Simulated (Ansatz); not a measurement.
Energy needed to pull apart CH4BN (SMILES B1CN1), singlet, into free ground-state atoms, from the structure below (displaced at random from a GFN2-xTB minimum); no zero-point or spin–orbit terms; open-shell atoms are treated unrestricted, in their ground-state multiplicity.

```
7
angstrom
B -0.8106 -0.3946 -0.3772
C 0.1727 0.7105 0.1810
N 0.4145 -0.7334 0.0476
H -1.7944 -0.8039 -0.8029
H 0.7322 1.3514 -0.4851
H 0.1160 1.1399 1.2252
H 1.1941 -1.2950 0.2441
```

Computed with Ansatz 0.2.0 (basis: def2-TZVPP); correlated methods freeze the cores.

```json
{"method": "PBE-D4", "atomization energy (eV)": "27.90"}
{"method": "BLYP-D4", "atomization energy (eV)": "27.26"}
{"method": "r2SCAN-D4", "atomization energy (eV)": "?"}
{"method": "PBE0-D4", "atomization energy (eV)": "27.32"}
{"method": "BHLYP-D4", "atomization energy (eV)": "26.34"}
{"method": "wB97M-V", "atomization energy (eV)": "?"}
{"method": "HF", "atomization energy (eV)": "19.29"}
{"method": "MP2", "atomization energy (eV)": "26.65"}
{"method": "CCSD", "atomization energy (eV)": "25.73"}
{"method": "CCSD(T)", "atomization energy (eV)": "26.15"}
```

(1) What does wB97M-V give? (To be estimated.)

(2) What does r2SCAN-D4 give? (Judge from chemistry; the value comes from the calculation.)

The T1 diagnostic stays at or below 0.014.

Answers

(1) By the calculation: 27.26 eV, which is about 1.11 eV more than CCSD(T)/def2-TZVPP.

(2) The calculation gives: 27.14 eV, which is about 0.99 eV more than CCSD(T)/def2-TZVPP.

In triple zeta the MP2 and coupled-cluster atomization energies are still short of their basis limit by a few kcal/mol a bond, whereas those of the functionals are nearly converged, so these differences are not deviations from converged CCSD(T).

For scale, one of the runs: CCSD(T)/def2-TZVPP forces, 149 basis functions (an equivalent command: `ansatz run in.yaml --threads 4`). The run took 31 s on 4 CPU threads (shared host), with 1.9 GiB of host memory at its peak.
